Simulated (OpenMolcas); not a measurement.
# Exact exchange and the vertical energy of the triplet above the singlet of CHFO

CHFO has 4 atoms, charge 0, and is taken as a singlet. As SMILES, `O=CF`. The coordinates come from a PBE0-D4/def2-TZVP relaxation.

The vertical energy of the triplet above the singlet y, in eV, basis def2-TZVPP; a is the functional's share of exact exchange. Programs: OpenMolcas 26.06.

```
functional     program     a  y (eV)
      TPSS  OpenMolcas     0    5.40
    revPBE  OpenMolcas     0    5.45
     B3LYP  OpenMolcas   0.2       ?
      PBE0  OpenMolcas  0.25    5.31
     BHLYP  OpenMolcas   0.5    5.15
```

Question: Fit y = c + s·a to the known rows and predict B3LYP.

Answer: 
1. Means of the 4 rows: a = 0.1875, y = 5.328.
2. Σ(Δa)² = 0.17188, Σ(Δa·Δy) = -0.093125, so the slope is -0.093125/0.17188 = -0.5418.
3. Intercept: 5.328 − (-0.5418) × 0.1875 = 5.430. The largest residual of the fit is 0.030.
4. B3LYP: 5.430 + (-0.5418) × 0.2 = 5.32 eV.

The run gave 5.39 eV, so the prediction is off by -0.07 eV, more than the scatter of the fit. Exact exchange favours the state with more unpaired electrons. The rows mix families of semi-local functionals, which the line can't see.
